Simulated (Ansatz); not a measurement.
The input, for Ansatz 0.2.0:

```yaml
crystal:
  periodic: [false, false, false]
  atoms:
    - {symbol: Cu, position_ang: [-0.421184, 0.003250, 0.002586]}
    - {symbol: C, position_ang: [1.709712, -0.013192, -0.010498]}
    - {symbol: H, position_ang: [2.052271, -1.049336, -0.007508]}
    - {symbol: H, position_ang: [2.069713, 0.505234, 0.879774]}
    - {symbol: H, position_ang: [2.058655, 0.496413, -0.910215]}
basis:
  gaussian: {orbitals: def2-SVP}
magnetization: {spin_polarized: false}
correlation: {method: ccsdt_q, electrons: outside_noble_gas}
```

```sh
$ ansatz run in.yaml --threads 1 --pin off --events-out ev --progress --plain --max-ram 2393MiB
```

The program prints:

```
1144 factors; integrals over basis functions are off by at most 2.0e-7 eV
mean field evaluation 1: about -45663.3907 eV, gradient 4.9e1 eV
mean field evaluation 2: about -45663.4496 eV, gradient 4.9e1 eV
mean field evaluation 4: about -45667.3039 eV, gradient 2.5e0 eV
mean field evaluation 8: about -45667.3692 eV, gradient 5.5e-1 eV
mean field evaluation 16: about -45667.3728 eV, gradient 2.3e-6 eV
mean field evaluation 32: about -45654.5065 eV, gradient 4.8e1 eV
mean field -45667.37280542 eV, -1678.2449961422 hartree, gradient 2.4e-6 eV, S^2 0.000000; 1 other end points of the search recorded, 0 dependent functions left out
10 core orbitals not correlated: weight in the atoms' cores, before any rotation towards them, 1.000 or more for the frozen orbitals, at most 0.000 for the correlated occupied ones
reference -45667.37280542 eV, -1678.2449961422 hartree; 9, 9 occupied and 41, 41 virtual orbitals, 1144 factors
second order -12.58979008 eV of doubles, -0.00000000 eV of singles
cycle   1  -11.49582486 eV  change     1.1e0 eV  update   1.5e-1
cycle   2  -12.27021177 eV  change   -7.7e-1 eV  update   1.2e-1
cycle   3  -12.57440302 eV  change   -3.0e-1 eV  update   3.7e-2
cycle   4  -12.70640117 eV  change   -1.3e-1 eV  update   2.6e-2
cycle   5  -12.65044745 eV  change    5.6e-2 eV  update   2.2e-2
cycle   6  -12.63138609 eV  change    1.9e-2 eV  update   1.3e-2
cycle   7  -12.64724313 eV  change   -1.6e-2 eV  update   6.9e-3
cycle   8  -12.65605546 eV  change   -8.8e-3 eV  update   5.0e-3
cycle   9  -12.65698576 eV  change   -9.3e-4 eV  update   3.6e-3
cycle  10  -12.65433092 eV  change    2.7e-3 eV  update   1.9e-3
cycle  11  -12.65696376 eV  change   -2.6e-3 eV  update   9.3e-4
cycle  12  -12.65568707 eV  change    1.3e-3 eV  update   4.9e-4
cycle  13  -12.65580091 eV  change   -1.1e-4 eV  update   2.4e-4
cycle  14  -12.65558309 eV  change    2.2e-4 eV  update   1.1e-4
cycle  15  -12.65561730 eV  change   -3.4e-5 eV  update   5.9e-5
cycle  16  -12.65560977 eV  change    7.5e-6 eV  update   2.8e-5
cycle  17  -12.65558766 eV  change    2.2e-5 eV  update   1.8e-5
cycle  18  -12.65559982 eV  change   -1.2e-5 eV  update   1.0e-5
cycle  19  -12.65559475 eV  change    5.1e-6 eV  update   6.8e-6
cycle  20  -12.65558904 eV  change    5.7e-6 eV  update   4.0e-6
cycle  21  -12.65558866 eV  change    3.7e-7 eV  update   2.2e-6
perturbative correction 0.04361133 eV, 0.0016026867 hartree
Total energy: -45679.98478276 eV, -1678.7084777606 hartree
```

Ran on 1 thread of Arm Neoverse V1, shared host: 59 s wall, 0.6 GiB peak host memory.
